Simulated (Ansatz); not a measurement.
# CH5NSi (SMILES C[Si]N): one structure at several levels

The atoms stand at a structure displaced at random from a GFN2-xTB minimum. How far do the functionals agree with CCSD(T) there?

Computed with Ansatz 0.2.0, Gaussian basis. Level: single points in def2-TZVPP.

Cores are frozen in the correlated methods. B3LYP uses VWN-RPA correlation.

### Step 1. The system as given

SMILES `C[Si]N`, 8 atoms, charge 0, spin multiplicity 1.

Atoms are counted from 1 here; the program's logs count them from 0.

Bond lengths: C1–Si2 1.869 Å, C1–H4 1.052 Å, C1–H5 0.936 Å, C1–H6 1.151 Å, Si2–N3 1.580 Å, N3–H7 1.087 Å, N3–H8 1.011 Å. Angles: Si2–C1–H4 111.0°, Si2–C1–H5 120.9°, Si2–C1–H6 109.0°, H4–C1–H5 102.9°, H4–C1–H6 103.5°, H5–C1–H6 108.1°, C1–Si2–N3 104.3°, Si2–N3–H7 126.2°, Si2–N3–H8 118.1°, H7–N3–H8 114.7°.

As a file:

```
C    -0.6744    0.8356   -0.6318
Si    0.9310    0.5278    0.2745
N     0.9072   -1.0192    0.5966
H    -0.9395    0.0051   -1.2210
H    -0.7603    1.5517   -1.2291
H    -1.5306    0.9051    0.1339
H     1.6175   -1.5555    1.2199
H     0.0751   -1.5419    0.3583
```

### Step 2. CCSD(T)/def2-TZVPP

Contents of run/in.yaml:

```yaml
crystal:
  periodic: [false, false, false]
  atoms:
    - {symbol: C, position_ang: [-0.674400, 0.835600, -0.631800]}
    - {symbol: Si, position_ang: [0.931000, 0.527800, 0.274500]}
    - {symbol: N, position_ang: [0.907200, -1.019200, 0.596600]}
    - {symbol: H, position_ang: [-0.939500, 0.005100, -1.221000]}
    - {symbol: H, position_ang: [-0.760300, 1.551700, -1.229100]}
    - {symbol: H, position_ang: [-1.530600, 0.905100, 0.133900]}
    - {symbol: H, position_ang: [1.617500, -1.555500, 1.219900]}
    - {symbol: H, position_ang: [0.075100, -1.541900, 0.358300]}
basis:
  gaussian: {orbitals: def2-TZVPP}
correlation: {method: ccsd_t}
output: {forces: true}
```

The command line of these runs was not kept.

### Step 3. PBE0-D4/def2-TZVPP

run/in.yaml, as its differences from that of step 2:

```diff
@@ -13,3 +13,3 @@
   gaussian: {orbitals: def2-TZVPP}
-correlation: {method: ccsd_t}
-output: {forces: true}
+hamiltonian: {xc: pbe0, dispersion: d4}
+output: {forces: true, orbitals: {seedname: orbitals}}
```

### Step 4. wB97M-V/def2-TZVPP

run/in.yaml, as its differences from that of step 3:

```diff
@@ -13,3 +13,3 @@
   gaussian: {orbitals: def2-TZVPP}
-hamiltonian: {xc: pbe0, dispersion: d4}
-output: {forces: true, orbitals: {seedname: orbitals}}
+hamiltonian: {xc: {name: wB97M-V}}
+output: {forces: true}
```

### Step 5. r2SCAN-D4/def2-TZVPP

run/in.yaml, as its differences from that of step 4:

```diff
@@ -13,3 +13,3 @@
   gaussian: {orbitals: def2-TZVPP}
-hamiltonian: {xc: {name: wB97M-V}}
+hamiltonian: {xc: r2scan, dispersion: d4}
 output: {forces: true}
```

### Step 6. PBE-D4/def2-TZVPP

run/in.yaml, as its differences from that of step 5:

```diff
@@ -13,3 +13,3 @@
   gaussian: {orbitals: def2-TZVPP}
-hamiltonian: {xc: r2scan, dispersion: d4}
+hamiltonian: {xc: pbe, dispersion: d4}
 output: {forces: true}
```

### Step 7. revPBE-D4/def2-TZVPP

run/in.yaml, as its differences from that of step 6:

```diff
@@ -13,3 +13,3 @@
   gaussian: {orbitals: def2-TZVPP}
-hamiltonian: {xc: pbe, dispersion: d4}
+hamiltonian: {xc: {name: revPBE}, dispersion: d4}
 output: {forces: true}
```

### Step 8. B3LYP-D4/def2-TZVPP

run/in.yaml, as its differences from that of step 7:

```diff
@@ -13,3 +13,3 @@
   gaussian: {orbitals: def2-TZVPP}
-hamiltonian: {xc: {name: revPBE}, dispersion: d4}
+hamiltonian: {xc: {name: B3LYP}, dispersion: d4}
 output: {forces: true}
```

(Steps that only read results are left out.)

**Question.** What will these runs give? Wanted: energy less free atoms, CCSD(T)/def2-TZVPP; RMS force component; RMS force error; HOMO and LUMO, PBE0-D4; T1 diagnostic.

**Answer**, as computed:

```
                                  quantity                                                                                              value
energy less free atoms, CCSD(T)/def2-TZVPP                                                                                     -2612.1 kJ/mol
                       RMS force component                                                               3.048 to 3.132 eV/Å over the methods
                           RMS force error  PBE0-D4 0.097, wB97M-V 0.065, r2SCAN-D4 0.102, PBE-D4 0.164, revPBE-D4 0.162, B3LYP-D4 0.083 eV/Å
                    HOMO and LUMO, PBE0-D4                                                                                 -5.46 and -0.72 eV
                             T1 diagnostic                                                                                              0.012
```

Against CCSD(T) the functionals' energies less atoms differ by -120.8 to -56.6 kJ/mol, PBE-D4 by -120.8 kJ/mol. CCSD(T) in triple zeta still lacks some correlation energy of the bonds, so part of these gaps is its own basis error and they don't rank the functionals. The forces of wB97M-V come nearest to CCSD(T), those of PBE-D4 are farthest. The restricted Hartree–Fock reference is unstable towards an unrestricted one at one or more of these structures.
